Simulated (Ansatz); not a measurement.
# Ge (diamond type): how the settings move a single-point run

How sensitive is a single-point run of Ge (diamond type) to its settings? A reference run comes first, then one run with altered input.

Method: reference: DFT, PBE, PAW with Ansatz's default frozen-core files, scalar-relativistic, in Ansatz 0.2.0.

**1. The structure to begin with**

Symmetry: Fd-3m, No. 227, cubic system. Conventional cell: a = 5.874 Å, b = 5.874 Å, c = 5.874 Å, α = 90.00°, β = 90.00°, γ = 90.00°. Around Ge (site symmetry -43m) lie 4 Ge at 2.54 Å.

As a file:

```
Ge
1.0
     0.00000    2.93720    2.93720
     2.93720    0.00000    2.93720
     2.93720    2.93720    0.00000
Ge
2
Cartesian
  0.0000 0.0000 0.0000
  1.4686 1.4686 1.4686
```

**2. The reference run**

input.yaml reads:

```yaml
crystal:
  lattice:
    - [0.0, 2.9372003299, 2.9372003299]
    - [2.9372003299, 0.0, 2.9372003299]
    - [2.9372003299, 2.9372003299, 0.0]
  atoms:
    - { symbol: Ge, position: [0.0, 0.0, 0.0] }
    - { symbol: Ge, position: [0.25, 0.25, 0.25] }
kpoints:
  mp_grid: { grid: [11, 11, 11] }
scf:
  occupations: { method: fermi_dirac, width: 0.05 }
hamiltonian:
  xc: pbe
  pseudopotentials: { kind: paw }
output:
  forces: true
  stress: true
  eigenvalues: true
  efg: { contact_densities: true }
```

Started as:

```console
$ ansatz run input.yaml --threads 1 --pin off --max-ram 2048MiB --backend cpu --events-out ev --progress --plain --runs-dir out
```

**3. Changed: occupations.method methfessel_paxton, occupations.width 0.025, mixing.algorithm anderson, mixing.beta 0.2, xc revpbe**

input.yaml: that of step 2 with these lines changed.

```diff
@@ -11,5 +11,6 @@
 scf:
-  occupations: { method: fermi_dirac, width: 0.05 }
+  occupations: { method: methfessel_paxton, width: 0.025 }
+  mixing: { algorithm: anderson, beta: 0.2 }
 hamiltonian:
-  xc: pbe
+  xc: revpbe
   pseudopotentials: { kind: paw }
```

Q: Predict the outcome of this session. Wanted: for each run, ending; energy change; pressure; gap; force.

**Answer**, as computed:

| run | ending | energy change | pressure (GPa) | gap (eV) | force (eV/Å) | cycles | time |
| --- | --- | --- | --- | --- | --- | --- | --- |
| reference | converged | - | -3.0 | 0.00 | 0.00 | 7 | 2.8 s |
| 1: occupations.method methfessel_paxton, occupations.width 0.025, mixing.algorithm anderson, mixing.beta 0.2, xc revpbe | converged | not comparable | -1.9 | 0.00 | 0.00 | 7 | 2.8 s |

Residual by cycle in the longest SCF loop of each run; runs are numbered as in the table. The quantity is the density residual dr2, in eV.

| cycle | reference | run 1 |
| --- | --- | --- |
| 1 | 0.0021 | 0.00144 |
| 2 | 0.0012 | 7.2e-4 |
| 3 | 1.6e-4 | 7.9e-5 |
| 4 | 4.2e-5 | 1.3e-5 |
| 5 | 4.8e-6 | 8.4e-7 |
| 6 | 4.9e-7 | 1.1e-7 |
| 7 | 1.9e-8 | 2.9e-8 |

After a change of functional the difference of the totals has no physical meaning; the pressure goes from -3.0 to -1.9 GPa. The smearing changed too.
